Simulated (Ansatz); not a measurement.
## Ansatz (development build ahead of 0.2.0) run

```yaml
crystal:
  periodic: [false, false, false]
  atoms:
    - { symbol: H, position_ang: [-0.00066, 0.00784, -1.56865] }
    - { symbol: C, position_ang: [-0.00783, 0.00574, -0.49632] }
    - { symbol: C, position_ang: [-0.00379, 0.00361, 0.74787] }
basis:
  gaussian: { orbitals: cc-pVDZ }
total_charge: -1
hamiltonian:
  xc: hf
correlation:
  method: mp2
  frozen_orbitals: { C: 1, H: 0 }
```

The input is written out in the form of the current development build from the run's settings.

The run gave:

```
Converged                       : yes
Reference energy                : -76.19588 hartree
Correlation energy              : -0.25429 hartree
Total energy                    : -76.45017 hartree
Spin squared of the determinant : 0.000
```

Caution: no diffuse functions for an anion.
